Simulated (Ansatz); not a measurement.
`N=C=CF` and `N=C=CCF` differ in one atom or group.

Ansatz, PBE0-D4/def2-TZVP geometries, multiplicity 1. Each molecule was computed in one conformer, which needn't be the lowest.

```tsv
property	`N=C=CF`
size of the dipole moment (PBE/def2-TZVPP) / D	1.83
LUMO energy (PBE/def2-TZVPP) / eV	-2.33
HOMO energy (B3LYP/def2-TZVPP) / eV	-6.67
ideal-gas entropy at 298 K and 1 bar (rigid rotor, harmonic PBE0-D4/def2-TZVP) / J/(mol·K)	273
LUMO energy (PBE0/def2-TZVPP) / eV	-1.21
HOMO–LUMO gap (PBE/def2-TZVPP) / eV	3.25
```

Problem. Give the same properties after the change, and the shifts. (Best estimate.)

Solution. The calculation gave: 
| property | `N=C=CCF` | shift |
| --- | --- | --- |
| size of the dipole moment (PBE/def2-TZVPP) / D | 2.06 | 0.23 |
| LUMO energy (PBE/def2-TZVPP) / eV | -1.38 | 0.95 |
| HOMO energy (B3LYP/def2-TZVPP) / eV | -6.59 | 0.08 |
| ideal-gas entropy at 298 K and 1 bar (rigid rotor, harmonic PBE0-D4/def2-TZVP) / J/(mol·K) | 313 | 40 |
| LUMO energy (PBE0/def2-TZVPP) / eV | -0.28 | 0.93 |
| HOMO–LUMO gap (PBE/def2-TZVPP) / eV | 4.20 | 0.95 |

With PBE0 the HOMO rises by 0.09 eV and the LUMO rises by 0.93 eV, so the gap widens by about 0.84 eV. PBE moves the HOMO by -0.01 eV and ωB97M-V by 0.11 eV. The zero-point energy changes by 75.0 kJ/mol with +9 modes. Dipoles are sizes alone; their direction can turn.

B3LYP here is the variant with VWN-RPA as its local correlation; programs differ in this.
